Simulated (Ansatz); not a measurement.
Relaxation of CH$_{9}$NSi (12 atoms, charge 0, multiplicity 1), to a largest force component of 0.03 eV/Å in at most 50 steps.

The calculation used RKS B3LYP-D4/6-31G* in Ansatz 0.2.0.

```xyz
12
Properties=species:S:1:pos:R:3:forces:R:3
Si 0.158 -0.002 -0.018 0.44 0.08 -0.52
H 0.175 -0.264 1.428 0.26 -0.04 0.26
C 1.929 0.030 -0.677 0.01 0.00 0.00
H 2.393 -0.962 -0.613 -0.02 0.04 0.00
H 1.960 0.352 -1.726 0.00 -0.03 0.04
H 2.546 0.726 -0.095 -0.02 -0.02 -0.03
H -0.502 1.304 -0.277 0.04 0.02 0.01
H -0.626 -1.075 -0.682 0.03 -0.02 -0.04
N -2.549 -0.061 1.358 0.17 -0.21 0.56
H -2.693 -0.595 0.506 0.00 -0.01 -0.01
H -2.441 0.916 1.099 0.00 -0.04 0.00
H -1.657 -0.370 1.778 -0.91 0.22 -0.26
```

**Question.** Where does it end, and by what steps?

**Answer.** The forces met the threshold. The force dipped under the threshold on the way, but the program's further checks kept it going. After 7 steps the energy has fallen by 0.192 eV; H12 moved furthest, 0.63 Å.

```tsv
step	energy less start (eV)	largest force component (eV/Å)	accepted
0	0.0000	0.907	yes
1	-0.1264	0.282	yes
2	-0.1664	0.280	yes
3	-0.1849	0.306	yes
4	-0.1907	0.131	yes
5	-0.1919	0.010	yes
6	-0.1921	0.032	yes
7	-0.1921	0.015	yes
```

```xyz
12
Properties=species:S:1:pos:R:3
Si 0.354 0.009 -0.036
H 0.417 -0.304 1.418
C 2.085 0.038 -0.785
H 2.580 -0.932 -0.668
H 2.046 0.269 -1.855
H 2.710 0.796 -0.299
H -0.313 1.330 -0.200
H -0.489 -1.024 -0.699
N -2.942 -0.050 1.420
H -2.885 -0.602 0.565
H -2.641 0.891 1.172
H -2.230 -0.421 2.047
```

Time of the run: 24 s on 1 thread of Arm Neoverse V1, on a shared host, peak memory 0.14 GiB.
